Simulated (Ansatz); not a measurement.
## SF2 (sulfur difluoride): from total energies to a heat of formation

The species is SF2 (3 atoms), meant as a singlet with charge 0. As SMILES, `FSF`. Geometry: relaxed at PBE0-D4/def2-TZVP.

```csv
atom,x (Å),y (Å),z (Å)
F,0.4401,1.1164,0.3654
S,-0.6020,0.1265,-0.3152
F,0.1618,-1.2430,-0.0502
```

Total energies at B3LYP/6-31G* (Cartesian functions) (Ansatz 0.2.0); the atoms run unrestricted:

```tsv
species	state	energy (Eh)
SF2	singlet	-597.796526
F	doublet	-99.715535
S	triplet	-398.104993
```

Harmonic wavenumbers at PBE0-D4/def2-TZVP, in cm⁻¹: 355, 834, 862.

Measured heats of formation of the gaseous atoms at 298.15 K, in kJ/mol: F 79.4, S 277.0. Spin-orbit lowering of the atoms at 298 K (mean of the ground term's levels less their thermal mean, from spectra), in kJ/mol: F 1.29, S 1.88. Take 1 Eh = 2625.50 kJ/mol, 1 cm⁻¹ = 0.0119627 kJ/mol, RT = 2.479 kJ/mol.

Question: What heat of formation follows?

Answer: 
1. Electronic atomisation energy: 2 × (-99.715535) + (-398.104993) − (-597.796526) = 0.260463 Eh = 683.8 kJ/mol.
2. Zero-point energy: half the sum of the wavenumbers, 1025.5 cm⁻¹ = 12.3 kJ/mol.
3. Thermal vibrational enthalpy, Σ hcν̃/(exp(hcν̃/kT) − 1): 1.3 kJ/mol. Translation, rotation and pV of a non-linear molecule: 4 RT = 9.9 kJ/mol.
4. The 3 free atoms carry 5/2 RT each: 18.6 kJ/mol.
5. Spin-orbit coupling lowers the free atoms by 2 × 1.29 + 1.88 = 4.5 kJ/mol.
6. Atomisation enthalpy at 298 K: 683.8 − 4.5 − 12.3 − 1.3 − 9.9 + 18.6 = 674.4 kJ/mol.
7. Sum of the atoms' heats of formation: 435.8 kJ/mol. Heat of formation: 435.8 − 674.4 = -238.6 kJ/mol.

The tabulated value is -296.6 kJ/mol (NIST-JANAF tables), so this level is off by +58.0 kJ/mol, or 7.9 % of the atomisation enthalpy that the table implies (732.4 kJ/mol). Anharmonicity and any spin-orbit splitting of the molecule are left out.
